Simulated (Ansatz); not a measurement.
Species: C₂H₅S, charge -1, multiplicity 1. It need not be the lowest isomer of its formula. Whether it binds its extra electron was not tested at this geometry. SMILES: CC[S-]
Geometry: optimised at B3LYP-D3(BJ)/def2-TZVP (Ansatz, a first-principles code).

Parts of the frozen-core correlation energy in STO-3G (Ansatz, hartree). Frozen orbitals: 7; correlated occupied orbitals by spin: 10 and 10; virtual: 7 and 7. No spin-orbit coupling. No relativistic terms.

| term | value |
|---|---|
| reference (HF) | -470.68619 |
| MP2 opposite-spin | [?] |
| MP2 same-spin | [?] |
| CCSD correlation | [?] |
| (T) | -0.00100 |
| T1 diagnostic | 0.005 |
| largest doubles amplitude | 0.069 |

**Question.** Complete the blanks.

**Answer.** 
- MP2 opposite-spin, value: -0.10497
- MP2 same-spin, value: -0.01194
- CCSD correlation, value: -0.15533
